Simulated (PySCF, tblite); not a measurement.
**C3H3ClFS radical: geometry, infrared bands and EPR parameters**

Aim: predict the infrared bands and EPR parameters of C3H3ClFS radical (`CS/C(Cl)=[C]\F`).

The runs use tblite 0.8.0 and PySCF 2.14.0, with density-fitted response routines of our own; the level of theory stands in each step. All values are computed, except where a source is named. Atoms count from 0, in the outputs and in this text.

### 1 The starting structure

9 atoms, charge 0, multiplicity 2; geometry from: force field or distance geometry start.

Bonds of the start (Å): C0–S1 1.80, S1–C2 1.83, C2–Cl3 1.75, C2–C4 1.32, C4–F5 1.35, C0–H6 1.11, C0–H7 1.10, C0–H8 1.12.

### 2 Relaxing the molecule with GFN2-xTB

The job: settings as JSON, then the geometry in Å.

```
{"job": {"kind": "relax", "xc": "GFN2-xTB", "basis": "xTB"}, "charge": 0, "multiplicity": 2}
C     -1.628800    -0.051400    -0.137800
S     -0.141400     0.635600    -0.894900
C      1.287800    -0.148700    -0.065200
Cl     1.048100    -1.332000     1.208200
C      2.486000     0.220200    -0.469600
F      2.753800     1.112800    -1.440100
H     -2.305600    -0.462300    -0.918300
H     -1.314100    -0.777700     0.628700
H     -2.172400     0.809300     0.326000
```

Launch:

```bash
$ OMP_NUM_THREADS=1 python probes_run.py task.json out
```

The driver reads the jobs from task.json and runs them one after another.

**Question.** This job is followed by: GFN2-xTB harmonic vibrations, gas phase; UKS B3LYP, pcH-1 on C Cl F H S, non-relativistic, mean-field spin-orbit, GIAO. Predict these results of the whole session: strongest single infrared mode (GFN2-xTB); zero-point energy (GFN2-xTB); g(iso) (B3LYP); ⟨S²⟩; largest a(iso) (averaged by class); potential on the surface of density 0.002 e/bohr³, 1st and 99th percentile.

As calculated:

| quantity | value |
| --- | --- |
| strongest single infrared mode (GFN2-xTB) | 1086 cm⁻¹, 294 km/mol |
| zero-point energy (GFN2-xTB) | 31.1 kcal/mol |
| g(iso) (B3LYP) | 2.00325 |
| ⟨S²⟩ | 0.760 (exact 0.75) |
| largest a(iso) (averaged by class) | 13C on C4, 511.9 MHz |
| potential on the surface of density 0.002 e/bohr³, 1st and 99th percentile | -0.65 V and 1.16 V |

Relaxing lowered the energy by 0.286 eV in 79 steps; the close pair that moved most is C0–H8, from 1.119 to 1.086 Å. All 21 modes are real, so the xTB geometry is a minimum. The strongest single mode, at 1086 cm⁻¹, is spread over several atoms, F5, C4, C2 among them. GFN2-xTB is a fitted tight-binding method: band positions and strengths are rough. Its intensities can rank the bands wrongly. Most of the unpaired spin sits on C4 (0.92 e). The isotropic g lies 0.9 ppt above the free-electron value. These values are for one conformer; the search (at its own cheap level) found 2 more, at 0.56, 1.31 kcal/mol, and measured spectra average over such forms.
